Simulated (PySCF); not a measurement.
C$_{2}$H$_{3}$N$_{3}$: full NMR table

* Formula: C2H3N3
* SMILES: c1nc[nH]n1
* InChI: InChI=1S/C2H3N3/c1-3-2-5-4-1/h1-2H,(H,3,4,5)
* Point group of the computed structure: Cs
* Degrees of unsaturation: 3
* Carbon signals: 2
* Proton signals: 3

Atoms are numbered as in `[cH:1]1[n:2][cH:3][nH:4][n:5]1`; H(Xn) means a hydrogen on atom n.

- shielding tensors at PBE0/pcSseg-1 (GIAO)
- B3LYP/pcJ-1 coupling constants
- GFN2-xTB structure
- run in PySCF 2.14.0 with density-fitted response routines
- non-relativistic, a single conformation, isolated molecule

Shifts are taken against calculated references (same method and geometry level): 1H (σ = 31.72 ppm) and 13C (σ = 186.93 ppm) against TMS; 15N (σ = 267.73 ppm) vs NH3.

| carbon | δC, type | δH (multiplicity, J in Hz) | HMBC from (abs. J ≥ 3 Hz) | span of the C tensor (ppm) |
| --- | --- | --- | --- | --- |
| C1 | 155.6, CH | 8.08 (s) | H(C3) | 165 |
| C3 | 145.5, CH | 8.05 (s) | H(C1) | 155 |

Other nuclei:
| atoms | nucleus | environment | δ (ppm) | σ (ppm) |
| --- | --- | --- | --- | --- |
| H(N4) | 1H | hydrogen on a pyrrole-type ring nitrogen | 10.12 | 21.59 |
| N5 | 15N | pyridine-type nitrogen of an azole | 329.3 | -61.5 |
| N2 | 15N | pyridine-type nitrogen of an azole | 290.8 | -23.1 |
| N4 | 15N | pyrrole-type ring nitrogen | 225.5 | 42.2 |

Selected couplings (Hz, signed; the shortest-range and largest first, 30 at most; isotopes 13C, 1H, 15N): 1J(C1,H(C1)) 219.6, 1J(C3,H(C3)) 216.9, 1J(N4,N5) -12.7, 1J(C3,N4) -10.0, 1J(C1,N2) 4.9, 1J(C1,N5) 1.3, 2J(N5,H(C1)) -18.5, 2J(N2,H(C1)) -14.5, 2J(N2,H(C3)) -13.2, 2J(N4,H(C3)) -10.9, 2J(C1,N4) -2.9, 2J(C1,C3) -2.2, 2J(N2,N5) -1.3, 3J(N4,H(C1)) -6.5.

- Carbon types of the structure: 2 × CH, leaving 1 H on heteroatoms.
- δC 155.6, 145.5: aromatic CH between two ring heteroatoms.
- δH 10.12: hydrogen on a pyrrole-type ring nitrogen; exchangeable, gas-phase position.
- δH 8.08, 8.05: hydrogen on an aromatic CH between two ring heteroatoms; it sits in the deshielding region of the aromatic ring current.

The OH or NH signal is concentration- and solvent-dependent in practice; the value given is the gas-phase one. Shifts are as computed. Against solution values, carbons near 30 ppm lie about +3 ppm off and those near 130 ppm about +5 ppm. Of 1211 compounds with measured shifts, 218 miss one by over three times the rms of a fit or turn the order of signals round; such compounds aren't used in these exercises. Experimental scales use liquid or dissolved standards, which lie at an offset from isolated NH3 (liquid NH3: subtract about 20 ppm). Unscaled 15N shifts of sp2 nitrogen come out 20 to 40 ppm too high even then.
